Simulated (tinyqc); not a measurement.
Worked calculation: harmonic frequencies on the RHF/sto-3g surface (energies and gradients from PySCF), for H3O+, spin multiplicity 1. One step of it, computed by the program tinyqc.

Task: One row of the Hessian: 2Hx. Displace 2Hx by +/-0.01 bohr; H(k, :) = (g(+) - g(-)) / (2 delta).

optimised positions (bohr), order 1O, 2H, 3H, 4H:
```
[[-0.012911, -0.030660, 0.431272],
 [1.793347, 0.010509, -0.056504],
 [-0.954892, 1.519878, -0.027785],
 [-0.887905, -1.615000, -0.044627]]
```

gradient at +delta (hartree/bohr), order 1O, 2H, 3H, 4H:
```
[[-0.00587946, -0.00010149, 0.00119936],
 [0.00594615, 0.00011251, -0.00145283],
 [-0.00004242, -0.00005187, 0.00013107],
 [-0.00002426, 0.00004085, 0.00012240]]
```

gradient at -delta (hartree/bohr), order 1O, 2H, 3H, 4H:
```
[[0.00604470, 0.00011749, -0.00125430],
 [-0.00613146, -0.00012585, 0.00151199],
 [0.00004859, 0.00006229, -0.00013145],
 [0.00003817, -0.00005393, -0.00012625]]
```

Give: row of the Hessian.

Result:

row of the Hessian (hartree/bohr^2): [-0.596208, -0.010949, 0.122683, 0.603880, 0.011918, -0.148241, -0.004551, -0.005708, 0.013126, -0.003122, 0.004739, 0.012432]
